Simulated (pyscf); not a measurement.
`[GeH3][O][GeH3]` + `[OH2]` -> `[OH][GeH3]` + `[OH][GeH3]` (four-centre exchange; singlet surface; Ge–O, H–O broken, Ge–O, H–O formed). Single points on ωB97X-D3(BJ)/def2-SVP structures (PySCF, gas phase). Energies in kJ/mol from the separated reactants.

```
level                   barrier  reaction energy
----------------------  -------  ---------------
PBE/def2-TZVP                 ?             +4.0
r²SCAN/def2-TZVP              ?                ?
B3LYP-D3(BJ)/def2-TZVP     92.0            +10.1
PBE0-D3(BJ)/def2-TZVP      85.2             +9.5
M06-2X/def2-TZVP           87.4            +11.3
ωB97M-D3(BJ)/def2-TZVP     94.7             +8.2
```

What belongs in the gaps?


- PBE/def2-TZVP, barrier: 76.5
- r²SCAN/def2-TZVP, barrier: 82.0
- r²SCAN/def2-TZVP, reaction energy: +8.0

The functionals in the table span 18.2 kJ/mol in this barrier, from PBE to ωB97M-D3(BJ)/def2-TZVP. On the reactant side the descent ends in a complex (not fully relaxed), 25.1 kJ/mol under the separated species and 121.3 kJ/mol under the saddle at ωB97X-D3(BJ)/def2-TZVP. On the product side the descent ends in a complex, 30.1 kJ/mol under the separated species and 110.9 kJ/mol under the saddle at ωB97X-D3(BJ)/def2-TZVP. This is the saddle that the search found; another between the same sides may lie lower. Elements up to Kr have no core potential and no relativistic terms here.
